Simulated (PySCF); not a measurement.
# CHFO (SMILES O=CF) at B3LYP/6-31G(d) (spherical functions)

Aim: the vertical singlet–triplet gap of CHFO at B3LYP/6-31G* (spherical functions), from 2 runs. The job is set up through a Python script.

Program for the calculation: PySCF 2.14.0.

2 further runs of the same task are left out: 2 set aside as unsound or not needed.

**1. The molecule**

CHFO has 4 atoms, charge 0, and is taken as a singlet. As SMILES, `O=CF`. Geometry: relaxed at GFN2-xTB.

Bond lengths: O1–C2 1.171 Å, C2–F3 1.341 Å, C2–H4 1.098 Å. Angles: O1–C2–F3 122.3°, O1–C2–H4 129.0°, F3–C2–H4 108.7°.

**2. The energy at B3LYP/6-31G(d) (spherical functions)**

The input, calc.py:

```python
from pyscf import gto, dft

system = gto.Mole()
system.atom = [
    ('O', (-0.889680, 0.196020, 0.829980)),
    ('C', (-0.049740, 0.073340, 0.022930)),
    ('F', (0.584370, -1.090860, -0.181350)),
    ('H', (0.355050, 0.821510, -0.671560)),
]
system.spin = 0
system.charge = 0
system.max_memory = 1860
system.basis = '6-31g*'
system.verbose = 3
system.build()

calc0 = dft.RKS(system)
calc0.xc = 'b3lyp'
calc0.conv_tol = 1e-10
calc0.grids.level = 5
calc0.kernel()
if not calc0.converged:
    calc0 = calc0.newton().run(calc0.mo_coeff, calc0.mo_occ)

e_final = calc0.e_tot
print('Final energy', e_final)
```

Launch:

```sh
$ OMP_NUM_THREADS=1 python calc.py
```

What it wrote:

```text
converged SCF energy = -213.759006828628
Final energy -213.75900682862766
```

Wall time 4.8 s (1 thread of Arm Neoverse V1, shared host); peak memory 0.26 GiB.

**3. The triplet at the same level**

The input, geometry.xyz:

```xyz
4
CHFO
O     -0.889680     0.196020     0.829980
C     -0.049740     0.073340     0.022930
F      0.584370    -1.090860    -0.181350
H      0.355050     0.821510    -0.671560
```

The input, calc.py:

```python
from pyscf import gto, dft

mol = gto.Mole()
mol.atom = 'geometry.xyz'
mol.basis = '6-31g*'
mol.spin = 2
mol.charge = 0
mol.verbose = 4
mol.max_memory = 1860
mol.build()

ks = dft.UKS(mol)
ks.xc = 'b3lyp'
ks.conv_tol = 1e-10
ks.grids.level = 5
ks.kernel()
if not ks.converged:
    ks = ks.newton().run(ks.mo_coeff, ks.mo_occ)

energy = ks.e_tot
print(f'total energy: {energy:.8f} hartree')
```

Launch:

```sh
$ OMP_NUM_THREADS=1 python calc.py
```

What it wrote:

```text
PySCF version 2.14.0

[INPUT] num. atoms = 4
[INPUT] num. electrons = 24
[INPUT] charge = 0
[INPUT] spin (= nelec alpha-beta = 2S) = 2
[INPUT] symmetry False subgroup None
[INPUT] Mole.unit = angstrom
[INPUT] Symbol           X                Y                Z      unit          X                Y                Z       unit  Magmom
[INPUT]  1 O     -0.889680000000   0.196020000000   0.829980000000 AA   -1.681251538503   0.370424114937   1.568434888867 Bohr   0.0
[INPUT]  2 C     -0.049740000000   0.073340000000   0.022930000000 AA   -0.093994977436   0.138592513976   0.043331420036 Bohr   0.0
[INPUT]  3 F      0.584370000000  -1.090860000000  -0.181350000000 AA    1.104299255412  -2.061426640243  -0.342701832690 Bohr   0.0
[INPUT]  4 H      0.355050000000   0.821510000000  -0.671560000000 AA    0.670947260527   1.552428908591  -1.269064476213 Bohr   0.0

nuclear repulsion = 67.6421796964721
number of shells = 20
number of NR pGTOs = 85
number of NR cGTOs = 44
basis = 6-31g*
ecp = {}

******** <class 'pyscf.dft.uks.UKS'> ********
method = UKS
initial guess = minao
damping factor = 0
level_shift factor = 0
DIIS = <class 'pyscf.scf.diis.CDIIS'>
diis_start_cycle = 1
diis_space = 8
diis_damp = 0
SCF conv_tol = 1e-10
SCF conv_tol_grad = None
SCF max_cycles = 50
direct_scf = True
direct_scf_tol = 1e-13
number electrons alpha = 13  beta = 11
XC library pyscf.dft.libxc version 7.0.0
    S. Lehtola, C. Steigemann, M. J.T. Oliveira, and M. A.L. Marques.,  SoftwareX 7, 1–5 (2018)
XC functionals = b3lyp
    P. J. Stephens, F. J. Devlin, C. F. Chabalowski, and M. J. Frisch.,  J. Phys. Chem. 98, 11623 (1994)
radial grids:
    Treutler-Ahlrichs [JCP 102, 346 (1995); DOI:10.1063/1.469408] (M4) radial grids

becke partition: Becke, JCP 88, 2547 (1988); DOI:10.1063/1.454033
pruning grids: <function nwchem_prune>
grids dens level: 5
symmetrized grids: False
atomic radii adjust function: <function treutler_atomic_radii_adjust>
small_rho_cutoff = 0
Set gradient conv threshold to 1e-05
tot grids = 153376
init E= -214.118199732906
[... the frontier-level lines of each cycle are left out ...]


cycle= 1 E= -213.477394212071  delta_E= 0.641  |g|= 0.415  |ddm|= 1.63


cycle= 2 E= -213.404647450665  delta_E= 0.0727  |g|= 0.635  |ddm|= 0.672


cycle= 3 E= -213.553726390874  delta_E= -0.149  |g|= 0.0467  |ddm|= 0.397


cycle= 4 E= -213.554590058934  delta_E= -0.000864  |g|= 0.0461  |ddm|= 0.0737


cycle= 5 E= -213.555445134764  delta_E= -0.000855  |g|= 0.0112  |ddm|= 0.0403


cycle= 6 E= -213.55556045311  delta_E= -0.000115  |g|= 0.00527  |ddm|= 0.0187


cycle= 7 E= -213.55559102315  delta_E= -3.06e-05  |g|= 0.00139  |ddm|= 0.0103


cycle= 8 E= -213.55559599388  delta_E= -4.97e-06  |g|= 0.000345  |ddm|= 0.00545


cycle= 9 E= -213.555596304669  delta_E= -3.11e-07  |g|= 8.76e-05  |ddm|= 0.00131


cycle= 10 E= -213.555596319287  delta_E= -1.46e-08  |g|= 3.12e-05  |ddm|= 0.000247


cycle= 11 E= -213.555596320948  delta_E= -1.66e-09  |g|= 9.45e-06  |ddm|= 8.29e-05


cycle= 12 E= -213.555596320993  delta_E= -4.55e-11  |g|= 8e-06  |ddm|= 2.41e-05


Extra cycle  E= -213.555596320981  delta_E= 1.21e-11  |g|= 1.06e-05  |ddm|= 1.22e-05
converged SCF energy = -213.555596320981  <S^2> = 2.0046191  2S+1 = 3.0030778
total energy: -213.55559632 hartree
```

Run time: 9 s. Hardware: 1 thread of Arm Neoverse V1, shared host; peak memory 0.27 GiB.

**4. Summary of results**

Level: B3LYP/6-31G* (spherical functions).

| quantity | value |
| --- | --- |
| singlet: total energy | -213.75901 Eh |
| singlet: dipole moment | 1.97 D |
| singlet: HOMO energy | -8.86 eV |
| singlet: LUMO energy | -0.64 eV |
| singlet: HOMO–LUMO gap | 8.21 eV |
| triplet: total energy | -213.55560 Eh |
| triplet: dipole moment | 1.22 D |
| triplet: HOMO energy (highest over α and β) | -3.27 eV |
| triplet: ⟨S²⟩ | 2.005 |
| vertical energy of the triplet above the singlet | 5.535 eV |

**Reading.** At this shape the triplet lies 5.54 eV (534 kJ/mol) above the singlet. Mulliken charges (singlet) run from -0.30 on O1 to +0.42 on C2.
